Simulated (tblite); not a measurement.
C3H3N2 (doublet state).
Atom-mapped SMILES: `[N:1]=[CH:2][CH2:3][C:4]#[N:5]` (hydrogens: H6 on C2; H7, H8 on C3)

Structure optimised with GFN2-xTB, isolated species. This method treats the open shell by occupation alone, without spin polarisation.

**Question.** What internal coordinates does the optimisation give?

**Answer.** 
| bond | length (Å) | order |
| --- | --- | --- |
| N1=C2 | 1.215 | double |
| C2–C3 | 1.532 | single |
| C3–C4 | 1.437 | single |
| C4≡N5 | 1.143 | triple |
| C2–H6 | 1.099 | single |
| C3–H7, C3–H8 | 1.093 | single |

Bonds in one row agree within 0.01 Å and their mean is given. Orders are formal, as drawn. A selection of angles:
| angle | degrees |
| --- | --- |
| N1–C2–C3 | 126.0 |
| N1–C2–H6 | 122.2 |
| C3–C2–H6 | 111.8 |
| C2–C3–C4 | 109.9 |
| C2–C3–H7 | 109.4 |
| C2–C3–H8 | 108.1 |
| C4–C3–H7 | 110.1 |
| H7–C3–H8 | 109.9 |
| C3–C4–N5 | 178.9 |

Torsions: N1–C2–C3–C4 -128° (anticlinal). The mirror-image conformer, all signs reversed, is as good.

The C–C distances run from 1.437 Å (C3–C4, drawn single) to 1.532 Å (C2–C3, drawn single), a spread of 0.095 Å. C2 (carbon bonded to C, N and H) is planar (angles 126.0°, 122.2° and 111.8°, sum 360.0°, 0.00 Å off the plane of its three neighbours). The 2 C–N bonds span 1.143 Å (C4≡N5, drawn triple) to 1.215 Å (N1=C2, drawn double), a spread of 0.072 Å.

Point group: C1 (no symmetry element, even within 0.4 Å). Its GFN2-xTB frequencies are all real (lowest 69 cm⁻¹).

On one thread, Arm Neoverse V1 (aarch64) (shared host), this took 0.22 s. That covers the optimisation of the geometry.

These are computed values.
